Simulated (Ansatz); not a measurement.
Rock-salt BaTe was calculated with r²SCAN+rVV10 in Ansatz (PAW).

Settings: plane-wave cutoff 560 eV, 8×8×8 k mesh, Fermi–Dirac smearing 0.01 eV, scalar-relativistic PAW data made under PBE.

Pressure at four volumes; x = ln(V/43.164 Å³). One pressure is withheld.

```
V (Å³/atom)        x  P (GPa)
-----------  -------  -------
40.574       -0.0619        ?
41.437       -0.0408    1.446
43.164        0.0000    0.000
45.754        0.0583   -1.662
```

Question: Pass a parabola P(x) through the three rows shown, estimate the bulk modulus and its pressure derivative near zero pressure, and predict the withheld pressure.

Answer: Slopes between the rows: (0.000 − (1.446))/(0.0000 − (-0.0408)) = -35.44 and (-1.662 − (0.000))/(0.0583 − (0.0000)) = -28.51 GPa. Their difference over the span 0.0991 is c = 6.93/0.0991 = 69.9 GPa, so P(x) = 1.446 + (-35.44)(x − (-0.0408)) + 69.9 (x − (-0.0408))(x − (0.0000)). At the middle row B = −dP/dx = −[-35.44 + 69.9 × 0.0408] = 32.6 GPa, and B′ = dB/dP = 2c/B = 4.3. At x = -0.0619 the parabola gives 2.285 GPa; the run gives 2.295 GPa. The Birch–Murnaghan fit to the energies at all volumes has B0 = 32.4 GPa and B′ = 4.4.

Spin–orbit coupling is not included.

Ansatz is a first-principles code.
